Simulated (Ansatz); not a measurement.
`S[Si]Cl` at its PBE0-D4/def2-TZVP geometry, where that method's forces vanish. Total charge 0; spin multiplicity 1.

| atom | x (Å) | y (Å) | z (Å) |
| --- | --- | --- | --- |
| S1 | 0.1056 | -1.1018 | 0.2334 |
| Si2 | -0.1442 | 0.8757 | -0.5309 |
| Cl3 | 0.1106 | 1.8898 | 1.2741 |
| H4 | -0.0721 | -1.6637 | -0.9766 |

For each bond, give half the difference of the two atoms' forces along it (eV/Å; positive pushes the atoms apart) under PBE-D4, r2SCAN-D4, B3LYP-D4, ωB97M-V in def2-TZVPP. (An estimate is asked.)

Computed: 
```
   bond  length (Å)  PBE-D4  r2SCAN-D4  B3LYP-D4  ωB97M-V
 S1–Si2       2.135    0.30       0.10      0.21    -0.01
  S1–H4       1.346    0.25       0.00     -0.04    -0.09
Si2–Cl3       2.086    0.29       0.08      0.24     0.06
```

B3LYP here is the variant with VWN-RPA as its local correlation; programs differ in this.
